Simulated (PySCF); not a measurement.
Vibration and rotation of CH

UHF-CCSD(T) constants of CH, ²Π (doublet), unpaired electrons π ↑ (PySCF, no relativity, basis sets H def2-TZVP, C def2-TZVP; masses 1.0078 and 12.0000 u):

```
ωe              : 2842.7 cm⁻¹
ωexe            : 64.2 cm⁻¹
Be              : 14.356 cm⁻¹
αe              : 0.536 cm⁻¹
D (centrifugal) : 0.00146 cm⁻¹
De to H + C     : 3.47 eV
```

**Question.** Give the vibrational terms G(v) and spacings up to v = 5.

**Answer.** G(v) = ωe(v+½) − ωexe(v+½)².

```csv
v,G(v) (cm⁻¹),G(v) − G(v−1),Bv (cm⁻¹)
0,1405,,14.09
1,4120,2714,13.55
2,6706,2586,13.02
3,9163,2457,12.48
4,11492,2329,11.94
5,13693,2201,11.41
```

**Question.** How well does the Morse estimate ωe²/(4ωexe) reproduce De, and what is D0?

**Answer.** It gives 3.90 eV, 112 % of the computed De. D0 = De − G(0) = 3.47 − 0.17 = 3.30 eV.

Correlated steps freeze 1 core orbital. The state was picked by a PBE0 search and need not be the measured ground state.
